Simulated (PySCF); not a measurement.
Input of a run (PBE0-D3(BJ)/def2-SVP geometry optimisation, gas phase (PySCF 2.14.0)), started from MMFF94s:
```
{"job": {"xc": "PBE0", "basis": "def2-SVP", "d3": "d3bj", "grid": 1, "kind": "geom"}, "charge": 0, "multiplicity": 1}
C     -2.475345    -0.770409    -0.237986
C     -1.152703    -0.567335    -0.200864
C     -0.567005     0.653089     0.303597
C      0.733884     0.965137     0.388596
C      1.856475     0.105632    -0.025340
N      3.081176     0.493054     0.095105
H     -2.879415    -1.701340    -0.624416
H     -3.187737    -0.028545     0.109490
H     -0.503780    -1.357304    -0.566680
H     -1.272339     1.406407     0.655745
H      1.032484     1.928484     0.793052
H      1.623073    -0.885088    -0.444104
H      3.711232    -0.241783    -0.246194
```

Output (energies in Eh, forces in Eh/bohr):
```
step   0  E = -248.95989176  max force = 0.021822
step   1  E = -248.96050900  max force = 0.004624
step   2  E = -248.96054724  max force = 0.006765
step   3  E = -248.96087592  max force = 0.002405
step   4  E = -248.96097985  max force = 0.001352
step   5  E = -248.96095383  max force = 0.002639
step   6  E = -248.96105487  max force = 0.001035
step   7  E = -248.96105379  max force = 0.000815
step   8  E = -248.96106344  max force = 0.000263
optimisation converged
```

Q: Summarise the run.

A: The energy falls by 3.1 kJ/mol over 9 energy and gradient evaluations, the largest force component goes from 0.0218 to 2.6e-04 Eh/bohr, and the atoms move by 0.018 Å rms after alignment. The bond that changes most is C4–C5 (alkene CH carbon to imine carbon), which shortens by 0.017 Å. Bonds longer at the end by more than 0.005 Å: 8 of 12; shorter: 2. Among the angles that change most is N6–C5–H12, from 120.5° to 122.7°. The energy rose by more than 1e-6 Eh at steps 5 and 7. The first step brought 53 % of the lowering.

Q: What are the final bond lengths?

A: C1=C2 1.342 Å, C2–C3 1.451 Å, C3=C4 1.352 Å, C4–C5 1.456 Å, C5=N6 1.276 Å, C1–H7 1.092 Å, C1–H8 1.095 Å, C2–H9 1.095 Å, C3–H10 1.096 Å, C4–H11 1.094 Å, C5–H12 1.106 Å, N6–H13 1.024 Å. Numbering counts from 1 in the input's order; the species is `[H]/N=C/C=C\C=C`.

The run used 119 basis functions and 68 SCF cycles in all. The force-field search had found conformers at 0.0, 5.6 kcal/mol (up to eight listed); the lowest was the start. The run took 45 s of wall time on an x86-64 server with one thread (shared host).

Stationary, but not proved a minimum. One conformer, not necessarily the lowest.

Shape of the structure used: `[H]/[N:6]=[CH:5]/[CH:4]=[CH:3]\[CH:2]=[CH2:1]`: C1–C2–C3–C4 180°, C3–C4–C5–N6 180°.
